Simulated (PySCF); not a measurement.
Cl₂, SMILES ClCl.

Geometry: PBE0-D3(BJ)/def2-TZVPD.

Calculation: TDDFT-LC-ωPBE/def2-TZVPD (PySCF 2.14.0).

Vertical excitations; the highest root listed may be one member of a degenerate set. Gas-phase values at a fixed geometry. State labels are in the subgroup D2h.

```
state  symmetry  energy (eV)  λ (nm)      f                                              main pairs
-----  --------  -----------  ------  -----  ------------------------------------------------------
S1          B3u         3.87     320  0.000                            HOMO−1→LUMO (degenerate set)
S2          B2u         3.87     320  0.000                              HOMO→LUMO (degenerate set)
S3          B2g         6.98     178  0.000                            HOMO−2→LUMO (degenerate set)
S4          B3g         6.98     178  0.000                            HOMO−3→LUMO (degenerate set)
S5          B2g         8.99     138  0.000                          HOMO−1→LUMO+7 (degenerate set)
S6          B3g         8.99     138  0.000                            HOMO→LUMO+7 (degenerate set)
S7          B3u         9.53     130  0.069                          HOMO−1→LUMO+1 (degenerate set)
S8          B2u         9.53     130  0.069                            HOMO→LUMO+1 (degenerate set)
S9          B1u         9.54     130  0.361  HOMO−1→LUMO+3 32 %, HOMO→LUMO+2 32 %, HOMO−4→LUMO 31 %
S10          Au         9.64     129  0.000                    HOMO→LUMO+3 49 %, HOMO−1→LUMO+2 49 %
T1          B2u         2.99     415      0                              HOMO→LUMO (degenerate set)
T2          B3u         2.99     415      0                            HOMO−1→LUMO (degenerate set)
T3          B3g         5.99     207      0                            HOMO−3→LUMO (degenerate set)
T4          B2g         5.99     207      0                            HOMO−2→LUMO (degenerate set)
```
Triplets are in the Tamm–Dancoff approximation, which puts them higher than full response would, so one can lie above its singlet here.
